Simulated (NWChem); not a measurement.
# C3H5O (SMILES C=C[CH]O) at 4 levels

Aim: a comparison of 4 runs (UHF/STO-3G, UHF/3-21G, UB3LYP/6-31G*) of C3H5O. 

Program for the calculation: NWChem 7.3.0.

## 1. The structure to begin with

The species is C3H5O (9 atoms), meant as a doublet with charge 0. As SMILES, `C=C[CH]O`. The shape is that of a GFN2-xTB optimisation.

Bond lengths: C1–C2 1.367 Å, C2–C3 1.382 Å, C3–O4 1.363 Å, C1–H5 1.074 Å, C1–H6 1.074 Å, C2–H7 1.082 Å, C3–H8 1.080 Å, O4–H9 0.961 Å. Angles: C1–C2–C3 125.1°, C2–C3–O4 121.4°, C1–C2–H7 119.3°, C3–C2–H7 115.6°, C2–C1–H5 121.4°, C2–C1–H6 120.5°, C2–C3–H8 121.1°, O4–C3–H8 117.5°, C3–O4–H9 110.6°, H5–C1–H6 118.1°.

## 2. Energy and forces at UHF/STO-3G (run 1)

The input, run.py:

```python
from ase import Atoms
from ase.calculators.nwchem import NWChem

mol = Atoms(['C', 'C', 'C', 'O', 'H', 'H', 'H', 'H', 'H'], positions=[
    [-0.014820, 1.122400, -0.958230],
    [0.435470, -0.116780, -0.597290],
    [0.080760, -0.784280, 0.559730],
    [-0.778210, -0.231900, 1.462500],
    [0.299040, 1.586490, -1.874120],
    [-0.696590, 1.660830, -0.326480],
    [1.124210, -0.640510, -1.246650],
    [0.476100, -1.764510, 0.781740],
    [-0.925950, -0.831730, 2.198810],
])

calc = NWChem(
    label='mol',
    theory='scf',
    memory='2200 mb',
    basis='STO-3G',
    basispar='spherical bse',
    scf={'nopen': '1', 'uhf': None, 'thresh': '1e-08', 'maxiter': '80'},
)
mol.calc = calc

forces = mol.get_forces()
print("Total energy (eV):", round(mol.get_potential_energy(), 6))
print("forces (eV/A):")
for s, f in zip(mol.symbols, forces):
    print(f"{s:2s} {f[0]:10.5f} {f[1]:10.5f} {f[2]:10.5f}")
```

The run is started by

```sh
$ export ASE_NWCHEM_COMMAND="nwchem PREFIX.nwi > PREFIX.nwo"
$ python run.py
```

Standard output:

```text
Total energy (eV): -5139.895697
forces (eV/A):
C    -0.49977    1.32453   -0.35075
C     0.94766   -0.94848   -0.68612
C     0.43750   -1.56251    0.64195
O    -1.06089    2.49649   -0.41102
H     0.05975    0.18430   -0.25413
H    -0.20044    0.22641    0.11647
H     0.02170    0.01085   -0.05271
H     0.17376   -0.31321   -0.00386
H     0.12074   -1.41843    1.00011
```

The calculator wrote mol.nwi:

```
title "mol"

permanent_dir mol

scratch_dir mol

start mol

geometry units angstrom nocenter noautosym noautoz
  C  -1.4820000000000000e-02 1.1224000000000001e+00 -9.5823000000000003e-01
  C  4.3547000000000002e-01 -1.1677999999999999e-01 -5.9728999999999999e-01
  C  8.0759999999999998e-02 -7.8427999999999998e-01 5.5972999999999995e-01
  O  -7.7820999999999996e-01 -2.3190000000000000e-01 1.4624999999999999e+00
  H  2.9903999999999997e-01 1.5864900000000000e+00 -1.8741200000000000e+00
  H  -6.9659000000000004e-01 1.6608300000000000e+00 -3.2647999999999999e-01
  H  1.1242099999999999e+00 -6.4051000000000002e-01 -1.2466500000000000e+00
  H  4.7610000000000002e-01 -1.7645100000000000e+00 7.8173999999999999e-01
  H  -9.2595000000000005e-01 -8.3172999999999997e-01 2.1988099999999999e+00
end

memory 2200 mb

basis spherical bse noprint
   * library STO-3G
end

scf
  nopen 1
  uhf
  thresh 1e-08
  maxiter 80
end

task scf gradient
```

mol.nwo, cut to the lines that bear on the results:

```text
[...]
      One electron energy =   -479.259520342806
[... 1 line left out ...]
 Nuclear repulsion energy =    111.561236153140
[... 37 lines left out ...]
          Final beta eigenvalues
[... 205 lines left out ...]
                     UHF Final Beta Molecular Orbital Analysis
[...]
  wavefunction    =   UHF
                         UHF ENERGY GRADIENTS
    atom               coordinates                        gradient
                 x          y          z           x          y          z
   1 C      -0.028006   2.121028  -1.810792    0.009719  -0.025758   0.006821
   2 C       0.822919  -0.220682  -1.128714   -0.018429   0.018445   0.013343
   3 C       0.152614  -1.482074   1.057736   -0.008508   0.030386  -0.012484
[... 5 lines of this table left out ...]
   9 H      -1.749792  -1.571742   4.155148   -0.002348   0.027584  -0.019449
[...]
```

Run time: 3.6 s. Hardware: 1 thread of Intel Xeon Platinum 8488C (Sapphire Rapids), shared host; peak memory 0.099 GiB.

## 3. Energy and forces at UHF/3-21G (run 2)

The input, c3h5o.nw:

```
start c3h5o
title "C3H5O hf"
memory 2200 mb

geometry units atomic noautosym nocenter noautoz
  C     -0.02800574     2.12102860    -1.81079226
  C      0.82291904    -0.22068222    -1.12871452
  C      0.15261428    -1.48207441     1.05773640
  O     -1.47060377    -0.43822749     2.76372446
  H      0.56510370     2.99803160    -3.54157352
  H     -1.31636432     3.13851384    -0.61695779
  H      2.12444901    -1.21038848    -2.35582707
  H      0.89969861    -3.33444064     1.47727450
  H     -1.74979191    -1.57174191     4.15514870
end

basis spherical bse
  C library 3-21G
  O library 3-21G
  H library 3-21G
end

scf
  nopen 1
  uhf
  thresh 1e-08
  maxiter 80
end

task scf gradient
```

The run is started by

```sh
$ nwchem c3h5o.nw > c3h5o.out
```

Standard output:

```text
[...]
  functions       =    46
[...]
  wavefunction    = UHF
[...]
         Total SCF energy =   -190.258044705733
      One electron energy =   -479.295607177800
      Two electron energy =    177.476334390922
 Nuclear repulsion energy =    111.561228081146
                       Sz =      0.5000
                 Sz(Sz+1) =      0.7500
                      S^2 =      0.9517
[...]
                         UHF ENERGY GRADIENTS
    atom               coordinates                        gradient
                 x          y          z           x          y          z
   1 C      -0.028006   2.121029  -1.810792    0.006755  -0.014807   0.001980
   2 C       0.822919  -0.220682  -1.128715   -0.008962   0.016094   0.000182
   3 C       0.152614  -1.482074   1.057736   -0.015531   0.014284   0.012542
   4 O      -1.470604  -0.438227   2.763724    0.009586  -0.006136  -0.010010
   5 H       0.565104   2.998032  -3.541574    0.000565   0.000294  -0.001250
   6 H      -1.316364   3.138514  -0.616958   -0.001002   0.000387   0.001455
   7 H       2.124449  -1.210388  -2.355827    0.003376  -0.002701  -0.002902
   8 H       0.899699  -3.334441   1.477275    0.001453  -0.004878   0.001868
   9 H      -1.749792  -1.571742   4.155149    0.003760  -0.002536  -0.003865
[...]
```

It took 3 s on 1 thread of Intel Xeon Platinum 8488C (Sapphire Rapids), shared host; peak memory 0.098 GiB.

## 4. Energy and forces at UB3LYP/6-31G(d) (spherical functions) (run 3)

The input, run.py:

```python
from ase import Atoms
from ase.calculators.nwchem import NWChem

atoms = Atoms(['C', 'C', 'C', 'O', 'H', 'H', 'H', 'H', 'H'], positions=[
    [-0.014820, 1.122400, -0.958230],
    [0.435470, -0.116780, -0.597290],
    [0.080760, -0.784280, 0.559730],
    [-0.778210, -0.231900, 1.462500],
    [0.299040, 1.586490, -1.874120],
    [-0.696590, 1.660830, -0.326480],
    [1.124210, -0.640510, -1.246650],
    [0.476100, -1.764510, 0.781740],
    [-0.925950, -0.831730, 2.198810],
])

calc = NWChem(
    label='c3h5o',
    theory='dft',
    memory='2200 mb',
    basis='6-31G*',
    basispar='spherical bse',
    dft={'xc': 'b3lyp', 'mult': '2', 'grid': 'xfine', 'convergence': 'energy 1e-08', 'iterations': '100', 'mulliken': None},
)
atoms.calc = calc

forces = atoms.get_forces()
print("Total energy (eV):", round(atoms.get_potential_energy(), 6))
print("forces (eV/A):")
for s, f in zip(atoms.symbols, forces):
    print(f"{s:2s} {f[0]:10.5f} {f[1]:10.5f} {f[2]:10.5f}")
```

The run is started by

```sh
$ export ASE_NWCHEM_COMMAND="nwchem PREFIX.nwi > PREFIX.nwo"
$ python run.py
```

Standard output:

```text
Total energy (eV): -5237.427462
forces (eV/A):
C    -0.09909    0.31100   -0.10768
C     0.04052   -0.20975    0.12670
C     0.03857   -0.29141    0.18553
O    -0.04865    0.38855   -0.25526
H     0.10542    0.19165   -0.33532
H    -0.25403    0.25073    0.18260
H     0.14774   -0.15020   -0.11261
H     0.04422   -0.23495    0.13478
H     0.02530   -0.25562    0.18126
```

The calculator wrote c3h5o.nwi:

```
title "c3h5o"

permanent_dir c3h5o

scratch_dir c3h5o

start c3h5o

geometry units angstrom nocenter noautosym noautoz
  C  -1.4820000000000000e-02 1.1224000000000001e+00 -9.5823000000000003e-01
  C  4.3547000000000002e-01 -1.1677999999999999e-01 -5.9728999999999999e-01
  C  8.0759999999999998e-02 -7.8427999999999998e-01 5.5972999999999995e-01
  O  -7.7820999999999996e-01 -2.3190000000000000e-01 1.4624999999999999e+00
  H  2.9903999999999997e-01 1.5864900000000000e+00 -1.8741200000000000e+00
  H  -6.9659000000000004e-01 1.6608300000000000e+00 -3.2647999999999999e-01
  H  1.1242099999999999e+00 -6.4051000000000002e-01 -1.2466500000000000e+00
  H  4.7610000000000002e-01 -1.7645100000000000e+00 7.8173999999999999e-01
  H  -9.2595000000000005e-01 -8.3172999999999997e-01 2.1988099999999999e+00
end

memory 2200 mb

basis spherical bse noprint
   * library 6-31G*
end

dft
  xc b3lyp
  mult 2
  grid xfine
  convergence energy 1e-08
  iterations 100
  mulliken
end

task dft gradient
```

c3h5o.nwo, cut to the lines that bear on the results:

```text
[...]
      One electron energy =     -481.267587689516
[... 2 lines left out ...]
 Nuclear repulsion energy =      111.561236153140
[... 1055 lines left out ...]
          Convergence on energy requested:  1.00D-08
[... 24 lines left out ...]
          Spatial weights used:  Erf1
[...]
  wavefunction    = open shell
                         DFT ENERGY GRADIENTS
    atom               coordinates                        gradient
                 x          y          z           x          y          z
   1 C      -0.028006   2.121028  -1.810792    0.001927  -0.006048   0.002094
   2 C       0.822919  -0.220682  -1.128714   -0.000788   0.004079  -0.002464
   3 C       0.152614  -1.482074   1.057736   -0.000750   0.005667  -0.003608
[... 5 lines of this table left out ...]
   9 H      -1.749792  -1.571742   4.155148   -0.000492   0.004971  -0.003525
[...]
```

Run time: 59 s. Hardware: 1 thread of Intel Xeon Platinum 8488C (Sapphire Rapids), shared host; peak memory 0.14 GiB.

## 5. Energy and forces at UB3LYP/6-31G(d) (Cartesian functions) (run 4)

The input, run.py:

```python
from ase import Atoms
from ase.calculators.nwchem import NWChem

molecule = Atoms(['C', 'C', 'C', 'O', 'H', 'H', 'H', 'H', 'H'], positions=[
    [-0.014820, 1.122400, -0.958230],
    [0.435470, -0.116780, -0.597290],
    [0.080760, -0.784280, 0.559730],
    [-0.778210, -0.231900, 1.462500],
    [0.299040, 1.586490, -1.874120],
    [-0.696590, 1.660830, -0.326480],
    [1.124210, -0.640510, -1.246650],
    [0.476100, -1.764510, 0.781740],
    [-0.925950, -0.831730, 2.198810],
])

calc = NWChem(
    label='struct',
    theory='dft',
    memory='2200 mb',
    basis='6-31G*',
    dft={'xc': 'b3lyp', 'mult': '2', 'grid': 'xfine', 'convergence': 'energy 1e-08', 'iterations': '100', 'mulliken': None},
)
molecule.calc = calc

forces = molecule.get_forces()
e = molecule.get_potential_energy()
print(f"E = {e:.6f} eV")
print("forces (eV/A):")
for s, f in zip(molecule.symbols, forces):
    print(f"{s:2s} {f[0]:10.5f} {f[1]:10.5f} {f[2]:10.5f}")
```

The run is started by

```sh
$ export ASE_NWCHEM_COMMAND="nwchem PREFIX.nwi > PREFIX.nwo"
$ python run.py
```

Standard output:

```text
E = -5237.528584 eV
forces (eV/A):
C    -0.09343    0.29691   -0.10459
C     0.02458   -0.19422    0.13879
C     0.06289   -0.29629    0.15041
O    -0.06541    0.40104   -0.23870
H     0.10547    0.19006   -0.33399
H    -0.25264    0.25007    0.18095
H     0.14743   -0.15313   -0.10953
H     0.04042   -0.23443    0.14049
H     0.03075   -0.25999    0.17622
```

The calculator wrote struct.nwi:

```
title "struct"

permanent_dir struct

scratch_dir struct

start struct

geometry units angstrom nocenter noautosym noautoz
  C  -1.4820000000000000e-02 1.1224000000000001e+00 -9.5823000000000003e-01
  C  4.3547000000000002e-01 -1.1677999999999999e-01 -5.9728999999999999e-01
  C  8.0759999999999998e-02 -7.8427999999999998e-01 5.5972999999999995e-01
  O  -7.7820999999999996e-01 -2.3190000000000000e-01 1.4624999999999999e+00
  H  2.9903999999999997e-01 1.5864900000000000e+00 -1.8741200000000000e+00
  H  -6.9659000000000004e-01 1.6608300000000000e+00 -3.2647999999999999e-01
  H  1.1242099999999999e+00 -6.4051000000000002e-01 -1.2466500000000000e+00
  H  4.7610000000000002e-01 -1.7645100000000000e+00 7.8173999999999999e-01
  H  -9.2595000000000005e-01 -8.3172999999999997e-01 2.1988099999999999e+00
end

memory 2200 mb

basis noprint
   * library 6-31G*
end

dft
  xc b3lyp
  mult 2
  grid xfine
  convergence energy 1e-08
  iterations 100
  mulliken
end

task dft gradient
```

struct.nwo, cut to the lines that bear on the results:

```text
[...]
      One electron energy =     -481.236301878344
[... 2 lines left out ...]
 Nuclear repulsion energy =      111.561236153140
[... 1110 lines left out ...]
          Convergence on energy requested:  1.00D-08
[... 24 lines left out ...]
          Spatial weights used:  Erf1
[...]
  wavefunction    = open shell
                         DFT ENERGY GRADIENTS
    atom               coordinates                        gradient
                 x          y          z           x          y          z
   1 C      -0.028006   2.121028  -1.810792    0.001817  -0.005774   0.002034
   2 C       0.822919  -0.220682  -1.128714   -0.000478   0.003777  -0.002699
   3 C       0.152614  -1.482074   1.057736   -0.001223   0.005762  -0.002925
[... 5 lines of this table left out ...]
   9 H      -1.749792  -1.571742   4.155148   -0.000598   0.005056  -0.003427
[...]
```

It took 65 s on 1 thread of Intel Xeon Platinum 8488C (Sapphire Rapids), shared host; peak memory 0.15 GiB.

## 6. The series

```csv
run,level,iteration cap,module,energy (Eh),dipole moment (D),HOMO energy (eV),LUMO energy (eV),wall time
1,UHF/STO-3G,80,scf,-188.887684,1.58,-6.68,7.93,3.6 s
2,UHF/3-21G,80,scf,-190.258045,2.14,-8.10,4.05,3 s
3,UB3LYP/6-31G* (spherical functions),100,dft,-192.471911,2.20,-4.28,-1.16,59 s
4,UB3LYP/6-31G* (Cartesian functions),100,dft,-192.475627,2.19,-4.29,-1.16,65 s
```

## 7. Outcome

```
                                 quantity          value
                      run 4: total energy  -192.47563 Eh
                     run 4: dipole moment         2.19 D
run 4: HOMO energy (highest over α and β)       -4.29 eV
 run 4: LUMO energy (lowest over α and β)       -1.16 eV
                              run 4: ⟨S²⟩          0.775
          run 4: largest force on an atom     0.471 eV/Å
```

The dipole moment (its size) runs from 1.58 D (UHF/STO-3G) to 2.20 D (UB3LYP/6-31G*). The two ends differ in method and basis. In run 1 the basis is minimal, so the values are rough. Spin contamination of the reference: run 1 ⟨S²⟩ = 1.04, run 2 ⟨S²⟩ = 0.95. All runs together took 2.2 min, the longest 65 s.
